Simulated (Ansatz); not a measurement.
bcc Rb was calculated with PBEsol in Ansatz (PAW).

Run with plane-wave cutoff 520 eV, 14×14×14 k mesh, Fermi–Dirac smearing 0.05 eV, scalar-relativistic PAW data made under PBE.

Energies at three volumes about the minimum:

| V (Å³/atom) | E − E_lowest (meV/atom) |
|---|---|
| 84.642 | 0.33 |
| 86.369 | 0.00 |
| 88.096 | 0.31 |

### Question
Fit a parabola by hand: where is the minimum, what lattice constant follows, and what is the bulk modulus?

### Answer
Slopes: (0.00 − 0.33)/(86.369 − 84.642) = -0.191 and (0.31 − 0.00)/(88.096 − 86.369) = 0.180 meV/Å³. Curvature E″ = 2 × (0.180 − (-0.191))/(88.096 − 84.642) = 0.215 meV/Å⁶. From the middle of the first interval, the slope vanishes at V0 = 85.5055 − (-0.191)/0.215 = 86.394 Å³/atom. B = V0 E″ = 86.394 × 0.215 meV/Å³ × 0.1602 GPa per meV/Å³ = 2.98 GPa. With 2 atoms in the cube, a = (2 × 86.394)^(1/3) = 5.570 Å. The full Birch–Murnaghan fit to all volumes gives V0 = 86.366 Å³/atom and B0 = 2.95 GPa.

Measured, for comparison: bulk modulus 2.92 GPa (corrected for temperature and zero-point phonon effects, our sources range from 2.92 to 3.60; as tabulated in Levämäki et al. (2014), arXiv:1402.3671); lattice constant a 5.576 Å (low-temperature or extrapolated to 0 K; zero-point anharmonic expansion removed; as tabulated in Csonka et al. (2009), arXiv:0903.4037). Computed (rounded) less measured: bulk modulus not scored (sources differ).

Ansatz is a first-principles code.
